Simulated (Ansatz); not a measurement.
A nudged elastic band was laid between two geometries of C2H8Si (11 atoms, charge 0, multiplicity 1).

Theory: RKS PBE/def2-SVP (Ansatz 0.2.0).

```
movable images  : 5
climbing image  : yes
spring          : 5.0 eV/Å²
optimiser       : quadratic models (default)
start path      : through a guess of the saddle point
force threshold : 0.05 eV/Å
iteration limit : 60
end points      : relaxed
```

First end point:

```xyz
11
Properties=species:S:1:pos:R:3
Si -0.978 1.089 0.284
C 0.648 0.222 -0.180
C 0.577 -1.312 -0.172
H -2.074 0.712 -0.680
H -0.812 2.586 0.250
H -1.418 0.692 1.670
H 1.432 0.582 0.522
H 0.952 0.596 -1.182
H 1.548 -1.769 -0.456
H -0.184 -1.691 -0.885
H 0.309 -1.706 0.830
```

Last end point:

```xyz
11
Properties=species:S:1:pos:R:3
Si -1.790 1.484 0.526
C 0.462 0.132 -0.504
C 0.521 -1.360 -0.222
H -0.638 0.458 -0.615
H -0.761 2.626 0.683
H -1.270 0.766 1.793
H 0.961 0.743 0.269
H 0.877 0.414 -1.493
H 1.575 -1.708 -0.209
H -0.014 -1.950 -0.992
H 0.078 -1.604 0.764
```

(1) What changes between the two ends?

(2) What energy profile does the band end with?

(3) What is the geometry of the highest image?

Results:

(1) Bonds broken: Si1–C2, Si1–H4. Bonds formed: C2–H4. C2H8Si becomes C2H6 + H2Si.

(2) It converged. The highest image is number 3 of 0 to 6, 258.4 kJ/mol above the first end and 62.0 kJ/mol above the last; the last end lies 196.4 kJ/mol above the first. Neighbouring images differ by up to 1.3 eV, so the band resolves the path poorly. A vibrational analysis at the climbing image gives one clearly imaginary mode, 1058i cm⁻¹: a first-order saddle point. The orbitals stay closed-shell, which can raise the energy where a bond breaks towards radicals; this wasn't checked here.

```csv
image,path coordinate (Å),energy (kJ/mol),Si1–C2 (Å),Si1–H4 (Å),C2–H4 (Å)
0,0.00,0.0,1.90,1.51,2.81
1,0.55,17.4,1.88,1.49,2.52
2,1.11,144.3,1.99,1.45,2.01
3,1.66,258.4,2.33,1.52,1.58
4,2.03,220.4,2.49,1.68,1.26
5,2.40,198.1,2.74,1.86,1.16
6,2.77,196.4,2.82,1.92,1.15
```

(3) 
```xyz
11
Properties=species:S:1:pos:R:3
Si -1.460 1.256 0.416
C 0.483 0.230 -0.347
C 0.494 -1.274 -0.152
H -1.011 0.470 -0.805
H -0.685 2.548 0.518
H -1.220 0.487 1.691
H 1.132 0.775 0.360
H 0.757 0.544 -1.374
H 1.486 -1.697 -0.421
H -0.260 -1.787 -0.786
H 0.285 -1.552 0.900
```

Run time: 100 s on 2 threads of Arm Neoverse V1, with other jobs on the host, peak memory 0.12 GiB.
